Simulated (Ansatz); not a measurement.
Zinc-blende MgS (metastable phase), treated with PBEsol-D3(BJ) (Ansatz, a first-principles code, PAW).

Numerical settings: plane-wave cutoff 520 eV, 10×10×10 k mesh, Fermi–Dirac smearing 0.01 eV, scalar-relativistic PAW data made under PBE.

Cell (relaxed at this level):

```yaml
crystal:
  lattice:
    - [0.00000, -2.79887, 2.79887]
    - [2.79887, -2.79887, 0.00000]
    - [2.79887, 0.00000, 2.79887]
  atoms:
    - { symbol: Mg, position: [0.00000, 0.00000, 0.00000] }
    - { symbol: S, position: [0.25000, 0.25000, 0.25000] }
```

Question: Predict the bulk modulus, band gap, width of the whole s-p valence band and pressure derivative B′ of the bulk modulus.

Answer: 
- bulk modulus = 61.3 GPa
- band gap = 3.46 eV (direct)
- width of the whole s-p valence band = 11.39 eV
- pressure derivative B′ of the bulk modulus = 4.0

Measured, for comparison: band gap 4.78 ± 0.1 eV (temperature not stated, extrapolated in composition from an alloy gap of 4.19 eV, direct; extrapolated from a Zn0.2Mg0.8S0.645Se0.355 epilayer; as tabulated in Lucero et al. (2012), arXiv:1111.4515). Computed (rounded) less measured: band gap -1.32 eV.

Computed values are for the static lattice.

It cost around 30 core-seconds (rough) of CPU time.
